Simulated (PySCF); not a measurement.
## Field gradients at the hydrogen positions

Species: C5H10S.
Z-matrix (Å and degrees, PBE0-D3(BJ)/def2-SVP geometry), rows numbered from 1:
```
C 
C   1  1.5268
C   2  1.5223  1  111.89
C   2  1.5133  1  109.86  3   123.99
C   4  1.4784  2  120.52  1    82.95
S   5  1.8115  4   66.11  2   110.17
H   1  1.1025  2  111.00  3   -61.65
H   1  1.1009  2  110.94  3    57.83
H   1  1.1010  2  111.53  3   178.14
H   2  1.1046  1  108.77  3  -119.57
H   3  1.1027  2  110.96  1    61.72
H   3  1.1005  2  110.73  1  -178.39
H   3  1.1007  2  111.18  1   -58.07
H   4  1.0987  2  114.14  1   -62.45
H   5  1.0951  4  118.98  6   107.36
H   5  1.0961  4  117.55  6  -107.33
```

Level: PBE0/pcSseg-1 (PySCF, non-relativistic); Q(2H) = 0.00286 b; rigid geometry, the same for H and D, with no vibrational averaging.

Question: Rank these positions by the coupling χzz of a deuteron there, largest first.
A. H10 (methine hydrogen)
B. H11 (methyl hydrogen)
C. H16 (methylene hydrogen)

Answer: C (200 kHz), B (194 kHz), A (186 kHz).

Question: What are Vzz, η and χzz (234.96 MHz × Q × Vzz) at all hydrogens?

Answer: 
```csv
atom,bonded to,bond length (Å),Vzz (au),η,χzz (kHz)
H7,C1,1.102,0.2886,0.02,194
H8,C1,1.101,0.2921,0.02,196
H9,C1,1.101,0.2918,0.02,196
H10,C2,1.105,0.2765,0.03,186
H11,C3,1.103,0.2886,0.03,194
H12,C3,1.100,0.2904,0.02,195
H13,C3,1.101,0.2927,0.02,197
H14,C4,1.099,0.2912,0.06,196
H15,C5,1.095,0.2992,0.05,201
H16,C5,1.096,0.2972,0.05,200
```

Question: How does χzz go with the bond length over the 10 C–H bonds?

Answer: A straight-line fit has a slope of -12.2 kHz for each 0.01 Å, with a correlation coefficient of -0.88, over lengths from 1.095 to 1.105 Å. The longer bonds have the smaller couplings here.

One conformer (not necessarily the lowest) at the PBE0-D3(BJ)/def2-SVP geometry, without solvent, vibrations or thermal averaging. These gradients aren't converged with respect to the basis.

The run behind these numbers computed NMR shieldings as well. Time: 26 s; peak memory 0.93 GiB. Hardware: one thread, Intel Xeon Platinum 8259CL at 2.50 GHz (x86_64), no GPU, shared host with 96 logical CPUs at a one-minute load of 50.
